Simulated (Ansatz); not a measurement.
Process, species as SMILES: N (NH3) → [NH2-] + H+

Property: gas-phase deprotonation energy (enthalpy at 298 K), in kcal/mol. Conventions: valence correlation only; 6-311+G** with 5d; 6-31G* and kin with 6d, 5d where marked; dispersion terms only where a functional's name holds one; non-relativistic; no spin-orbit coupling; LANL2DZ all-electron up to Ne. CBS(X,Y): correlation extrapolated as X^-3; Hartree-Fock from the larger set. Ab initio and DFT rows: single points at B3LYP-D3(BJ) geometries (Ansatz, a first-principles code), with unscaled harmonic terms from B3LYP/6-31G* at its own minima. Anions need diffuse functions, which STO-3G, LANL2DZ, def2-SVP, cc-pVDZ and Pople sets without + lack.

Measured values: Active Thermochemical Tables 1.112 (ions: stationary electron), as tabulated in the package chemicals; they hold spin-orbit and core effects, anharmonicity. 

Value to compare with, the measured value: 403.4 kcal/mol.

```tsv
level	program	gas-phase deprotonation energy (enthalpy at 298 K) (kcal/mol)	error
B3LYP/STO-3G	Ansatz	538.7	135.3
B3LYP/3-21G	Ansatz	455.2	51.8
B3LYP/LANL2DZ	Ansatz	426.7	23.3
B3LYP/6-31G	Ansatz	434.7	31.3
B3LYP/6-31G*	Ansatz	434.8	31.4
B3LYP/6-31+G*	Ansatz	402.8	-0.6
B3LYP/6-31G**	Ansatz	436.3	32.9
B3LYP/def2-SVP	Ansatz	435.9	32.5
B3LYP/cc-pVDZ	Ansatz	437.8	34.4
B3LYP/6-311+G**	Ansatz	403.5	0.1
B3LYP/def2-TZVPD	Ansatz	405.7	2.3
CCSD(T)/CBS(aug-cc-pVTZ,aug-cc-pVQZ)	Ansatz	402.9	-0.5
```

Among the 10 habitual levels, B3LYP/STO-3G lies farthest from the measured value (135.3 kcal/mol); 9 of 10 lie above it, and their mean absolute error is 37.4 kcal/mol, the median 31.9. One case shows no general order.

The sets are all those run for this method; runs whose electronic state is in doubt are left out.
